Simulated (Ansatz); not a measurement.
A nudged elastic band was laid between two geometries of BFH3N + H2 (8 atoms, charge 0, multiplicity 1).

Level of theory: Ansatz 0.2.0, RKS PBE0-D4/def2-SVP.

- movable images: 5
- climbing image: yes
- spring: 5.0 eV/Å²
- optimiser: quadratic models (default)
- start path: through a guess of the saddle point
- force threshold: 0.2 eV/Å
- iteration limit: 60
- end points: relaxed

Initial state:

```xyz
8
Properties=species:S:1:pos:R:3
B 0.083 -0.744 0.229
N -0.005 -0.249 1.529
H -0.862 -0.269 2.067
H 0.790 0.136 2.020
H 1.121 -0.718 -0.390
F -1.007 -1.255 -0.351
H -0.296 3.208 1.123
H -0.274 2.446 1.109
```

Final state:

```xyz
8
Properties=species:S:1:pos:R:3
B -0.134 0.287 0.069
N 0.040 0.388 1.714
H -0.876 0.418 2.166
H 0.541 -0.427 2.073
H 1.024 0.229 -0.342
F -0.867 -0.883 -0.102
H -0.740 1.316 -0.221
H 0.558 1.228 1.977
```

**Question.** Which bonds break or form, and what moves?

**Answer.** Bonds broken: H7–H8. Bonds formed: B1–H7, N2–H8. BFH3N + H2 becomes BFH5N.

**Question.** What energy profile does the band end with?

**Answer.** The forces met the threshold. The highest image is number 4 of 0 to 6, 1.66 eV above the first end and 1.54 eV above the last; the last end lies 0.13 eV above the first. The threshold of 0.2 eV/Å is loose, so the images may lie well off the minimum-energy path. Neighbouring images differ by up to 1.5 eV, so the band resolves the path poorly. The order of the stationary point at the top wasn't checked. The orbitals stay closed-shell, which can raise the energy where a bond breaks towards radicals; this wasn't checked here.

```
image  path coordinate (Å)  energy (eV)  H7–H8 (Å)  B1–H7 (Å)  N2–H8 (Å)
    0                 0.00         0.00       0.76       4.07       2.74
    1                 0.84         0.01       0.76       3.62       2.77
    2                 1.69         0.04       0.76       2.97       2.69
    3                 2.53         0.36       0.77       2.17       2.16
    4                 3.37         1.66       1.02       1.41       1.35
    5                 4.39         0.21       2.19       1.23       1.02
    6                 5.41         0.13       2.55       1.23       1.02
```

**Question.** What is the geometry of the highest image?

**Answer.** 
```xyz
8
Properties=species:S:1:pos:R:3
B -0.027 0.135 0.271
N 0.023 0.253 1.824
H -0.817 -0.044 2.314
H 0.868 -0.059 2.287
H 1.063 -0.022 -0.240
F -1.102 -0.549 -0.207
H -0.292 1.505 0.043
H -0.169 1.336 1.043
```

The band took 16 iterations and about 2.3 core-minutes.

Time of the run: 83 s on 2 threads of Arm Neoverse V1, with other jobs on the host, peak memory 0.12 GiB.
